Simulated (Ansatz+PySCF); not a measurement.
**doublet LiNH3: levels of theory in one basis**

```
atom    x (Å)    y (Å)    z (Å)
   N   0.0000   0.0000  -2.2081
   H   0.9373   0.0000  -1.8265
   H  -0.4687  -0.8117  -1.8265
   H  -0.4687   0.8117  -1.8265
  Li   0.0000   0.0000   2.1403
```

Basis set: cc-pVTZ on H, N; cc-pCVTZ on Li (spherical functions). Frozen core: 1 orbital. Correlation on ROHF uses semicanonical orbitals with singles. Charge 0, multiplicity 2.

Computed with Ansatz (development build ahead of 0.2.0) and PySCF 2.14.0; each method stands on the lowest determinant of its kind that the runs found.

```
      method  E − E(ROHF) (eV)  <S²> of the determinant
        ROHF              0.00                     0.75
         UHF              0.00                     0.75
   ROHF-CCSD             -7.91                        –
ROHF-CCSD(T)             -8.12                        –
```

What does ROHF-MP2 give on the same scale?

-7.45 eV.
